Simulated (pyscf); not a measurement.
# Routes from H₃Si–SeH

Candidate steps break at most two bonds and form at most two. Each was searched with GFN2-xTB (tblite) first. PySCF, gas phase, ωB97X-D3(BJ)/def2-SVP geometries. Energies: ωB97M-D3(BJ)/def2-TZVP, eV, from the reactant's lowest minimum found, singlet surface; ΔG‡ with ideal gas, 1 atm, RRHO with modes under 100 cm⁻¹ raised to 100, one conformer, R ln 2 for chiral ones without a mode under 150 cm⁻¹.

```
products                                        type   ΔE‡     ΔE  ΔG‡ 298 K  ΔG‡ 900 K  ν‡ (cm⁻¹)
-----------------------  ---------------------------  ----  -----  ---------  ---------  ---------
H₂Si=Se + H₂                             elimination  2.21  +1.28       2.17       2.29      1280i
:HSi–SeH [singlet] + H₂              1,1-elimination  2.53  +1.80       2.43       2.43      1238i
H₃Si–SeH                 concerted two-bond exchange  4.66   0.00       4.50       4.56       230i
```

Plain bond fissions and candidates not yet searched are not listed, and one of them may be faster. Each barrier is that of the saddle found; lower ones may exist. Elements up to Kr have no core potential and no relativistic terms here.
